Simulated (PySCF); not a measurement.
These are TPSSh-D3(BJ)/def2-TZVP // BP86-D3(BJ)/def2-SVP (PySCF) values and carry that method's errors. Isolated molecules, 0 K electronic values unless said otherwise. 

Reference species (SMILES): `O` (neutral, multiplicity 1).

```
Property         Result
-------------  --------
dipole moment    2.09 D
HOMO           -7.84 eV
```

Changed species: `N` (free base NH3; the reference has free base H2O).

**Question.** Predict the effect on the dipole moment and HOMO.

**Answer.** the dipole moment falls by 0.28 D, to 1.81 D; the HOMO goes up by 0.93 eV, to -6.91 eV.
